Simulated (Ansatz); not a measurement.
# SiO₂ (quintet): wave-function methods side by side, cc-pVDZ

The task here is to estimate one member of a computed series from the others.

Computed with Ansatz 0.2.0, Gaussian basis. Level: cc-pVDZ, core rule «outside noble gas», up to 7 orbitals frozen.

Plan: UHF; CCSD(T) on ROHF; CCSD(T) on UHF; BCCD(T) on ROHF; CISD as a restricted active space (open shells left free, so some higher excitations enter); CCSDT(Q) on UHF; CASSCF and MRCISD+Q, 12 electrons in 10 orbitals; CASSCF and MRCISD+Q(relaxed), 12 electrons in 10 orbitals; CASSCF and NEVPT2, 12 electrons in 10 orbitals.

22 further runs of the same task are left out: 12 that didn't finish, 10 set aside as unsound or not needed. Runs told in other sessions of the task aren't counted.

**What is computed**

The geometry is a PBE0/def2-TZVP stationary point (not a proven minimum) of the parent state, kept for this charge and spin.

3 atoms, charge 0, spin multiplicity 5.

Atoms are counted from 1 here; the program's logs count them from 0.

Bond lengths: Si1–O2 1.578 Å, Si1–O3 1.578 Å. Angles: O2–Si1–O3 111.8°.

The first run:

Contents of in.yaml:

```yaml
crystal:
  periodic: [false, false, false]
  atoms:
    - {symbol: Si, position_ang: [0.000000, -0.471221, 0.000000]}
    - {symbol: O, position_ang: [0.000000, 0.413593, -1.306543]}
    - {symbol: O, position_ang: [0.000000, 0.413593, 1.306543]}
basis:
  gaussian: {orbitals: cc-pVDZ}
magnetization: {spin_polarized: true, initial_magnetization: 4}
hamiltonian: {xc: hf}
output: {orbitals: {seedname: orbitals}}
```

The run is started by

```
$ ansatz run in.yaml --threads 1 --pin off --events-out ev --progress --plain --max-ram 2393MiB
```

Among the steps run: UHF; CCSD(T) on ROHF; CCSD(T) on UHF; BCCD(T) on ROHF; CISD as a restricted active space (open shells left free, so some higher excitations enter); CCSDT(Q) on UHF; CASSCF and MRCISD+Q, 12 electrons in 10 orbitals; CASSCF and MRCISD+Q(relaxed), 12 electrons in 10 orbitals; CASSCF and NEVPT2, 12 electrons in 10 orbitals.

One table of the session follows, with a row left open; its other results are not shown here.

| method | from UCCSDT(Q) (kcal/mol) |
| --- | --- |
| RMP2 | +6.03 |
| UMP2 | ? |
| CISD | +30.03 |
| RCCSD | +24.56 |
| UCCSD | +22.91 |
| RCCSD(T) | +5.89 |
| UCCSD(T) | +5.78 |
| BCCD(T) | +6.18 |
| UCCSDT | +3.84 |
| UCCSDT(Q) | 0 |
| CASSCF valence | +210.29 |
| NEVPT2 valence | +31.93 |
| MRCISD valence | +20.65 |
| MRCISD+Q valence | +4.69 |
| MRCISD+Q(relaxed) valence | +3.09 |

Estimate the missing values for UMP2.

As computed: from UCCSDT(Q) (kcal/mol): +37.80. In the column «from UCCSDT(Q) (kcal/mol)» it lies between NEVPT2 valence (+31.93) and CASSCF valence (+210.29).

Left out of the table: ROHF, UHF (another determinant or state than the rows shown).

To keep in mind: The report flags that the cluster equations may have other roots. The program flags RCCSD(T), UCCSD(T), BCCD(T), UCCSDT(Q) as in doubt, so the zero of the table is itself unsure. Warnings: coupled cluster took another determinant than the lowest. Restricted and unrestricted rows rest on different reference determinants; a gap between their highest levels can come from leftover correlation error, from unlike frozen cores or from another state.
